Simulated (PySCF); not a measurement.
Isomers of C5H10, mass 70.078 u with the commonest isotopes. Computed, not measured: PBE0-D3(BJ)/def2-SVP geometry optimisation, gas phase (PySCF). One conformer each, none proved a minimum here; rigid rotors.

Question: Order these by out-of-plane moment Σ m c² = (Ia + Ib − Ic)/2, smallest first.
A. 2-methyl-2-butene (`CC=C(C)C`)
B. `CC1(C)CC1`
C. `[CH3:1]/[CH:2]=[CH:3]\[CH2:4][CH3:5]` with C2–C3–C4–C5 -116°
D. `[CH3:1]/[CH:2]=[CH:3]/[CH2:4][CH3:5]` with C2–C3–C4–C5 -118°
E. `[CH2:1]=[CH:2][CH2:3][CH2:4][CH3:5]` with C1–C2–C3–C4 119°, C2–C3–C4–C5 179°

Answer: A (4.71 u·Å²), D (11.55 u·Å²), E (12.06 u·Å²), C (13.89 u·Å²), B (23.23 u·Å²).

Question: Order these by rotational constant C, largest first.
A. `[CH3:1]/[CH:2]=[CH:3]\[CH2:4][CH3:5]` with C2–C3–C4–C5 -116°
B. `CC1(C)CC1`
C. `[CH3:1]/[CH:2]=[CH:3]/[CH2:4][CH3:5]` with C2–C3–C4–C5 -118° (trans-2-pentene)
D. `[CH2:1]=[CH:2][CH2:3][CH2:4][CH3:5]` with C1–C2–C3–C4 119°, C2–C3–C4–C5 179°
E. 2-methyl-2-butene, `CC=C(C)C`

Answer: B (3819 MHz), E (2571 MHz), A (2379 MHz), D (2089 MHz), C (2038 MHz).

Question: Order these by rotational constant A, largest first.
A. `[CH3:1]/[CH:2]=[CH:3]\[CH2:4][CH3:5]` with C2–C3–C4–C5 -116°
B. `[CH2:1]=[CH:2][CH2:3][CH2:4][CH3:5]` with C1–C2–C3–C4 119°, C2–C3–C4–C5 179° (1-pentene)
C. `CC=C(C)C` (2-methyl-2-butene)
D. `[CH3:1]/[CH:2]=[CH:3]/[CH2:4][CH3:5]` with C2–C3–C4–C5 -118°
E. `CC1(C)CC1`

Answer: B (18198 MHz), D (17135 MHz), A (10872 MHz), C (8070 MHz), E (6179 MHz).

| SMILES | point group | Ia (u·Å²) | Ib (u·Å²) | Ic (u·Å²) | κ | μa (D) | μb (D) | μc (D) |
| --- | --- | --- | --- | --- | --- | --- | --- | --- |
| CC1(C)CC1 | C2v | 81.79 | 97.00 | 132.34 | 0.18 | 0.16 | 0.00 | 0.00 |
| C/C=C\CC | C1 | 46.48 | 193.74 | 212.45 | -0.95 | 0.03 | 0.25 | 0.04 |
| C/C=C/CC | C1 | 29.49 | 241.57 | 247.96 | -0.99 | 0.05 | 0.00 | 0.03 |
| CC=C(C)C | near Cs | 62.62 | 143.34 | 196.54 | -0.65 | 0.09 | 0.20 | 0.02 |
| C=CCCC | C1 | 27.77 | 238.25 | 241.90 | -1.00 | 0.40 | 0.06 | 0.08 |
